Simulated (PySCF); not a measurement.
Species: 3,3-dimethyl-1-butene, C₆H₁₂.
Bonds: C1–C2 (double), C2–C3, C3–C4, C3–C5, C3–C6. Hydrogens: H7, H8 on C1; H9 on C2; H10, H11, H12 on C4; H13, H14, H15 on C5; H16, H17, H18 on C6.

The same species was optimised twice, with GFN2-xTB and with PBE0-D3(BJ)/def2-SVP (PySCF), and the same property calculations (PySCF, gas phase) were run on both structures.

| coordinate | GFN2-xTB | PBE0-D3(BJ)/def2-SVP | change |
| --- | --- | --- | --- |
| C1=C2 (Å) | 1.319 | 1.333 | +0.014 |
| C2–C3 (Å) | 1.507 | 1.511 | +0.004 |
| C3–C6 (Å) | 1.528 | 1.527 | -0.001 |
| C3–C4 (Å) | 1.535 | 1.535 | 0.000 |
| C3–C5 (Å) | 1.535 | 1.535 | 0.000 |
| C2–C3–C6 (°) | 112.8 | 112.3 | -0.5 |
| C4–C3–C6 (°) | 109.3 | 109.5 | +0.2 |
| C5–C3–C6 (°) | 109.3 | 109.5 | +0.2 |
| C1–C2–C3 (°) | 127.5 | 127.7 | +0.2 |
| C4–C3–C5 (°) | 109.3 | 109.2 | -0.1 |
| C2–C3–C5 (°) | 108.0 | 108.1 | +0.1 |
| C2–C3–C4 (°) | 107.9 | 108.1 | +0.2 |
| C1–C2–C3–C4 (°) | 121 | 121 | 0 |

Rotational constants: A = 4439, B = 2716, C = 2661 MHz (GFN2-xTB) against A = 4423, B = 2690, C = 2635 MHz (PBE0-D3(BJ)/def2-SVP). Point groups within 0.08 Å: Cs and Cs.

On the GFN2-xTB structure: HOMO (eV) -7.41 [PBE0/pcSseg-1]; LUMO (eV) 0.58 [PBE0/pcSseg-1]; dipole (D) 0.35 [PBE0/pcSseg-1]; GIAO shielding of C1 (ppm) 72.0 [PBE0/pcSseg-1]; GIAO shielding of C2 (ppm) 28.0 [PBE0/pcSseg-1]; GIAO shielding of C3 (ppm) 150.3 [PBE0/pcSseg-1]; GIAO shielding of C4/C5/C6 (mean) (ppm) 156.4 [PBE0/pcSseg-1].

Q: What do these properties become on the PBE0-D3(BJ)/def2-SVP structure?

A: 
```tsv
property	level	on GFN2-xTB	on PBE0-D3(BJ)/def2-SVP	change
HOMO (eV)	PBE0/pcSseg-1	-7.41	-7.37	+0.04
LUMO (eV)	PBE0/pcSseg-1	0.58	0.49	-0.09
dipole (D)	PBE0/pcSseg-1	0.35	0.36	+0.01
energy, GFN2-xTB geometry as zero (kcal/mol)	PBE0/pcSseg-1	0.0	-0.5	-0.5
GIAO shielding of C1 (ppm)	PBE0/pcSseg-1	72.0	67.9	-4.1
GIAO shielding of C2 (ppm)	PBE0/pcSseg-1	28.0	25.1	-2.9
GIAO shielding of C3 (ppm)	PBE0/pcSseg-1	150.3	149.7	-0.6
GIAO shielding of C4/C5/C6 (mean) (ppm)	PBE0/pcSseg-1	156.4	154.2	-2.2
```

The heavy atoms differ by 0.008 Å rms after alignment. Among bonds between heavy atoms C1=C2 changes most (+0.014 Å). Changes are differences of the printed values. Neither structure is proved a minimum here.

The values belong to the conformer `[CH2:1]=[CH:2][C:3]([CH3:4])([CH3:5])[CH3:6]`: C1–C2–C3–C4 121°.
